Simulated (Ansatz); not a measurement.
`CC=C=C(O)Cl` → `OC1=C(CCl)C1`  (isomerisation)

Computed with Ansatz on PBE0-D4/def2-TZVP structures; ΔE is electronic, products minus reactants. CCSD(T)/CBS is the MP2 limit (def2-TZVPP, def2-QZVPP) plus CCSD(T) − MP2 in def2-TZVPP, frozen cores. One conformer a species, not always the lowest.

`CC=C=C(O)Cl`:

Cartesian coordinates in Å:
```
C -1.857 0.139 0.006
C -0.619 -0.651 0.287
C 0.589 -0.304 -0.059
C 1.793 0.045 -0.408
O 2.678 0.777 0.312
Cl 2.472 -0.404 -1.926
H -2.554 -0.451 -0.597
H -2.376 0.384 0.938
H -1.629 1.062 -0.525
H -0.759 -1.594 0.819
H 2.262 0.996 1.154
```

`OC1=C(CCl)C1`:

Z-matrix (Å, degrees):
```
C
Cl 1 1.806
C 1 1.455 2 111.6
H 1 1.088 2 106.6 3 121.8
H 1 1.090 2 105.3 3 -121.8
C 3 1.289 1 153.7 2 109.4
C 3 1.524 1 143.6 2 -64.4
O 6 1.325 3 148.7 1 4.0
H 7 1.093 3 118.9 1 70.8
H 7 1.094 3 119.8 1 -76.8
H 8 0.963 6 108.8 3 178.1
```

```csv
level,ΔE (eV)
MP2/def2-TZVPP,0.61
SCS-MP2/def2-TZVPP,0.66
CCSD(T)/def2-TZVPP,0.73
HF/def2-QZVPP,0.74
```

**Question.** What does CCSD(T)/CBS give? (Estimate.)

**Answer.** Computed: +0.72 eV. The listed levels differ from it by -0.11, -0.06, 0.01, 0.02 eV.

Largest T1 diagnostic among the species: 0.012.

From PBE to PBE0 (25 % exact exchange), in def2-TZVPP and without D4, ΔE moves by −0.08 eV.
